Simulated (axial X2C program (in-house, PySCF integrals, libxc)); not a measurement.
# Linear ClSiCl⁺ at several levels

The task here is to estimate one member of a computed series from the others.

The runs use an in-house X2C program for linear molecules on PySCF integrals; all-electron X2C, two-component (2c) or spin-free, Cl dyall-av3z, Si dyall-v3z.

All values are calculated.

2 further runs of the same task are left out: 2 set aside as unsound or not needed.

Set-up of the first run:

Input file task.json:

```json
{"zs": [17, 14, 17], "q": 1, "bas": ["dyall-av3z", "dyall-v3z", "dyall-av3z"], "r0": [2.15, 2.15], "symm": 1, "scan": ["PBE0", "HF", "LDA"], "levels": ["PBE0", "HF", "PBE"], "nst": 2}
```

Keys: zs atomic numbers; q charge; bas basis sets; r0 starting distance in Å; symm equal bonds; scan levels of the two-bond scan (MP2 follows by itself at each HF point); levels methods; nst determinants followed.

Command:

```console
$ python solin.py task.json out
```

Masses Cl 34.969, Si 27.977, Cl 34.969 u.

Steps of the session up to this table: Scan at PBE0, 2c; Scan at HF, 2c; Scan at LDA, 2c.

One of the session's tables, all rows but one given; the rest of the session is left out.

```
          level  r(Cl–Si) (Å)  r(Si–Cl) (Å)  lower stretch (cm⁻¹)  upper stretch (cm⁻¹)
       PBE0, 2c         2.024         2.024                 385.8                 634.1
         HF, 2c         2.020         2.020                 383.5                 584.7
        LDA, 2c         2.026         2.026                 379.6                 634.6
        MP2, 2c         2.015         2.015                 404.3                 679.8
PBE0, spin-free             ?             ?                     ?                     ?
  HF, spin-free         2.020         2.020                 383.7                 584.9
 LDA, spin-free         2.026         2.026                 379.7                 634.8
 MP2, spin-free         2.015         2.015                 404.4                 679.8
```

**Question.** Estimate the row for PBE0, spin-free.

The run gave: r(Cl–Si) (Å): 2.024; r(Si–Cl) (Å): 2.024; lower stretch (cm⁻¹): 385.9; upper stretch (cm⁻¹): 634.2.

Scans not shown above were run alike.

**Reading.** Over the levels the Cl–Si bond spans 2.015 to 2.026 Å and the Si–Cl bond 2.015 to 2.026 Å. At PBE0 spin–orbit coupling leaves both bonds unchanged to 0.001 Å. Each state is one determinant, the lowest of a limited PBE0 search; the stretches come from a fit to few points and are good to some per cent at best. MP2 freezes inner shells (threshold -2 hartree). The molecule was held linear; bending was not examined, so a bent shape may lie lower.
